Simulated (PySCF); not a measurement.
## Stationary points of NH₃

These are results of B3LYP/[N def2-TZVP, H def2-TZVP], no relativity, density fitting, PySCF, not measurements.

Relaxations began from a few typed shapes. The search is not exhaustive: other isomers or separated fragments can lie lower, and high-lying points may rest on an excited occupation.

Question: Which is the lowest minimum found?
A. singlet D3h: N–H 0.997 Å (×3); H–N–H 120.0° (×3)
B. singlet C3v: N–H 1.014 Å (×3); H–N–H 107.3° (×3)

Answer: B. The others lie at 18.9 (singlet D3h, a saddle point) kJ/mol above it.

Counting electrons, nitrogen keeps 2 of its valence electrons outside its bonds, so the VSEPR class is AX3E1 and the expected shape is trigonal pyramidal (C3v), as computed.
